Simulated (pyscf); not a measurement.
# Routes from F–GaH–Cl

Candidate steps break at most two bonds and form at most two. Each was searched with GFN2-xTB (tblite) first. Optimised with ωB97X-D3(BJ)/def2-SVP in PySCF. MP2 and CC: frozen core, UHF for open shells. ΔMP2 is the change of the MP2 total energy from the triple- to the quadruple-zeta basis. Energies: CCSD(T)/def2-TZVPP + ΔMP2(QZVPP), kJ/mol, from the reactant's lowest minimum found, singlet surface; ΔG‡ with ideal gas, 1 atm, RRHO with modes under 100 cm⁻¹ raised to 100, one conformer, R ln 2 for chiral ones without a mode under 150 cm⁻¹.

```csv
products,type,ΔE‡,ΔE,ΔG‡ 298 K,ΔG‡ 900 K,ν‡ (cm⁻¹)
Cl–Ga [singlet] + HF,"1,1-elimination",233.2,+76.6,225.6,225.5,1391i
F–Ga [singlet] + HCl,"1,1-elimination",234.6,+98.1,225.9,224.7,1253i
```

Plain bond fissions and candidates not yet searched are not listed, and one of them may be faster. Each barrier is that of the saddle found; lower ones may exist. The CCSD(T) − MP2 part came from Ansatz, without density fitting, on the same reference. The frozen core leaves the outer d or s,p core shells of the metals and heavy elements correlated in the MP2 and CC values, and def2-TZVPP describes them poorly, which can shift differences by a few kcal/mol. Elements up to Kr have no core potential and no relativistic terms here.
